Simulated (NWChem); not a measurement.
Program: NWChem. System: CH₂, charge 0, spin multiplicity 3, at a geometry optimised with UPBE0/def2-SVP. The structure started from a generated list of species. Its SCF solution wasn't tested for a lower state. Level: ROCCSD(T)/def2-TZVP, 1 core orbitals frozen.

The NWChem input:

```
start mol
memory heap 100 mb stack 700 mb global 1900 mb
geometry units angstroms nocenter noautoz
  C      0.000000     0.000000    -0.105884
  H      1.004074     0.000000     0.317651
  H     -1.004074     0.000000     0.317651
  symmetry group C2v
end
basis spherical
  * library def2-tzvp
end
scf
  rohf
  nopen 2
  maxiter 100
  thresh 1e-7
  semidirect memsize 60000000 filesize 0
  # guess.movecs holds the orbitals of an unrestricted PBE0 run
  vectors input guess.movecs output mol.movecs
end
tce
  freeze core 1
  ccsd(t)
  2eorb
  2emet 13
  thresh 1e-6
  maxiter 100
  tilesize 24
end
task tce energy
```

NWChem printed:

```
             Northwest Computational Chemistry Package (NWChem) 7.3.0
             --------------------------------------------------------

                                NWChem Input Module
                                -------------------

 Scaling coordinates for geometry "geometry" by  1.889725989
 (inverse scale =  0.529177249)

 Turning off AUTOSYM since
 SYMMETRY directive was detected!

                             Geometry "geometry" -> ""
                             -------------------------

 Output coordinates in angstroms (scale by  1.889725989 to convert to a.u.)

  No.       Tag          Charge          X              Y              Z
 ---- ---------------- ---------- -------------- -------------- --------------
    1 C                    6.0000     0.00000000     0.00000000    -0.10588400
    2 H                    1.0000     1.00407400     0.00000000     0.31765100
    3 H                    1.0000    -1.00407400     0.00000000     0.31765100

 Effective nuclear repulsion energy (a.u.)       6.0906771635

            Nuclear Dipole moment (a.u.)
            ----------------------------
        X                 Y               Z
 ---------------- ---------------- ----------------
     0.0000000000     0.0000000000    -0.0000037795

      Symmetry information
      --------------------

 Group name             C2v
 Group number             16
 Group order               4
 No. of unique centers     2

      Symmetry unique atoms

     1    2


 Summary of "ao basis" -> "" (spherical)
 ------------------------------------------------------------------------------
       Tag                 Description            Shells   Functions and Types
 ---------------- ------------------------------  ------  ---------------------
 *                         def2-tzvp                  on all atoms

 Summary of "ao basis" -> "ao basis" (spherical)
 ------------------------------------------------------------------------------
       Tag                 Description            Shells   Functions and Types
 ---------------- ------------------------------  ------  ---------------------
 C                         def2-tzvp                11       31   5s3p2d1f
 H                         def2-tzvp                 4        6   3s1p

                                 NWChem SCF Module
                                 -----------------

  ao basis        = "ao basis"
  functions       =    43
  atoms           =     3
  closed shells   =     3
  open shells     =     2
  charge          =   0.00
  wavefunction    = ROHF
  use symmetry    = T
  symmetry adapt  = T

 Summary of "ao basis" -> "ao basis" (spherical)
 ------------------------------------------------------------------------------
       Tag                 Description            Shells   Functions and Types
 ---------------- ------------------------------  ------  ---------------------
 C                         def2-tzvp                11       31   5s3p2d1f
 H                         def2-tzvp                 4        6   3s1p

      Symmetry analysis of basis
      --------------------------

        a1         19
        a2          4
        b1         12
        b2          8

 Forming initial guess at       0.1s

      Symmetry analysis of molecular orbitals - initial
      -------------------------------------------------

  Numbering of irreducible representations:

     1 a1          2 a2          3 b1          4 b2

  Orbital symmetries:

     1 a1          2 a1          3 b1          4 a1          5 b2
[...]
    34     -1.657013  2 H  s                 40     -1.657013  3 H  s
    14      1.089380  1 C  pz                33     -0.280448  2 H  s
    39     -0.280448  3 H  s                  3      0.260197  1 C  s

 center of mass
 --------------
 x =   0.00000000 y =   0.00000000 z =  -0.08498785

 moments of inertia (a.u.)
 ------------------
           1.105501681103           0.000000000000           0.000000000000
           0.000000000000           8.362286362886           0.000000000000
           0.000000000000           0.000000000000           7.256784681783

  Mulliken analysis of the total density
  --------------------------------------

    Atom       Charge   Shell Charges
 -----------   ------   -------------------------------------------------------
    1 C    6     6.31   0.86  1.12  0.51  0.73  0.17  1.12  1.30  0.47  0.01  0.02  0.00
    2 H    1     0.84   0.25  0.47  0.09  0.02
    3 H    1     0.84   0.25  0.47  0.09  0.02

 Mulliken analysis of the open-shell density
 -------------------------------------------

    Atom       Charge   Shell Charges
 -----------   ------   -------------------------------------------------------
    1 C    6     1.96   0.00 -0.00  0.05  0.08  0.04  0.64  0.78  0.35  0.00  0.00 -0.00
    2 H    1     0.02   0.01  0.01 -0.00  0.01
    3 H    1     0.02   0.01  0.01 -0.00  0.01

       Multipole analysis of the density wrt the origin
       ------------------------------------------------

     L   x y z        total         open         nuclear
     -   - - -        -----         ----         -------
     0   0 0 0     -0.000000     -2.000000      8.000000

     1   1 0 0     -0.000000      0.000000      0.000000
     1   0 1 0      0.000000      0.000000      0.000000
     1   0 0 1      0.232916      0.963529     -0.000004

     2   2 0 0     -4.348316     -1.801837      7.200441
     2   1 1 0     -0.000000      0.000000      0.000000
     2   1 0 1      0.000000     -0.000000      0.000000
     2   0 2 0     -6.137909     -3.265582      0.000000
     2   0 1 1     -0.000000     -0.000000      0.000000
     2   0 0 2     -5.740305     -3.307148      0.960876

                   NWChem Extensible Many-Electron Theory Module
                   ---------------------------------------------


            General Information
            -------------------
      Number of processors :     1
         Wavefunction type : Restricted open-shell Hartree-Fock
          No. of electrons :     8
           Alpha electrons :     5
            Beta electrons :     3
           No. of orbitals :    86
            Alpha orbitals :    43
             Beta orbitals :    43
        Alpha frozen cores :     1
         Beta frozen cores :     1
     Alpha frozen virtuals :     0
      Beta frozen virtuals :     0
         Spin multiplicity : triplet
    Number of AO functions :    43
       Number of AO shells :    19
        Use of symmetry is : on
      Symmetry adaption is : on
         Schwarz screening : 0.10D-09

          Correlation Information
          -----------------------
          Calculation type : Coupled-cluster singles & doubles w/ perturbation
   Perturbative correction : (T)
            Max iterations :      100
        Residual threshold : 0.10D-05
     T(0) DIIS level shift : 0.00D+00
     L(0) DIIS level shift : 0.00D+00
     T(1) DIIS level shift : 0.00D+00
     L(1) DIIS level shift : 0.00D+00
     T(R) DIIS level shift : 0.00D+00
     T(I) DIIS level shift : 0.00D+00
   CC-T/L Amplitude update :  5-th order DIIS
                I/O scheme : Global Array Library
        L-threshold :  0.10D-05
        EOM-threshold :  0.10D-05
 no EOMCCSD initial starts read in
 TCE RESTART OPTIONS
 SLICE:      F
 D4D5:       F
 quantumc:   F
 qrotation:  F
 pwtce:      F
 qducc:      F
 nacto:                         0
 nrotv:                         0
 nrot:                          0

            Memory Information
            ------------------
          Available GA space size is     249033102 doubles
          Available MA space size is     104854204 doubles

 Maximum block size supplied by input
 Maximum block size        24 doubles

 tile_dim =     16

 -------------------------------------------------

 Global array virtual files algorithm will be used

 Parallel file system coherency ......... OK

 4-electron integrals stored in orbital form

 v2    file size   =           257239
 4-index algorithm nr.  13 is used
 imaxsize =       30
 imaxsize ichop =        0


CCSD iterations
 ---------------------------------------------------------
 Iter          Residuum       Correlation     Cpu    Wall
 ---------------------------------------------------------
    1   0.0895841153439  -0.1249096361674     0.3     0.3
    2   0.0245224109717  -0.1343561809484     0.2     0.2
    3   0.0087679064038  -0.1368013853694     0.3     0.3
    4   0.0034980141898  -0.1374303428379     0.2     0.2
    5   0.0015692440410  -0.1376779486539     0.3     0.3
    6   0.0005782346727  -0.1378023831257     0.2     0.2
    7   0.0002034948175  -0.1378382021796     0.2     0.2
    8   0.0001331877999  -0.1378357903786     0.2     0.2
    9   0.0000630334076  -0.1378375220470     0.2     0.2
   10   0.0000474708577  -0.1378378002858     0.2     0.2
   11   0.0000066204160  -0.1378379590399     0.2     0.2
   12   0.0000024013566  -0.1378385580732     0.2     0.2
   13   0.0000009800342  -0.1378386699116     0.2     0.2
 -----------------------------------------------------------------
 Iterations converged
 CCSD correlation energy / hartree =        -0.137838669911616
 CCSD total energy / hartree       =       -39.069937670520957

 Singles contributions

 Doubles contributions
 CCSD(T)
 Using plain CCSD(T) code
             total no. of tasks          708
 total no. of tasks / no. procs          708
                         wl_min            1           1.0
                         wl_max         4096           4.0
        thresh for no. of tasks          708

 CCSD[T]  correction energy / hartree =        -0.003492656249236
 CCSD[T] correlation energy / hartree =        -0.141331326160852
 CCSD[T] total energy / hartree       =       -39.073430326770193
 CCSD(T)  correction energy / hartree =        -0.003445023576780
 CCSD(T) correlation energy / hartree =        -0.141283693488395
 CCSD(T) total energy / hartree       =       -39.073382694097738

 Task  times  cpu:        4.4s     wall:        4.4s

 Total times  cpu:        4.4s     wall:        4.4s
```
